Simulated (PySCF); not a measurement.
```xyz
3

C     -0.0247     0.0009     0.0000
N      1.1283    -0.0403     0.0000
H     -1.1036     0.0394     0.0000
```

Charge 0, multiplicity 1.

Task: Give the Mulliken and meta-Löwdin atomic charges from PySCF with M06-2X/def2-TZVP // PBE0-D3(BJ)/def2-SVP.

Result: 
| atom | Mulliken (e) | meta-Löwdin (e) |
|---|---|---|
| C1 | -0.20 | -0.02 |
| N2 | 0.00 | -0.17 |
| H3 | 0.20 | 0.19 |
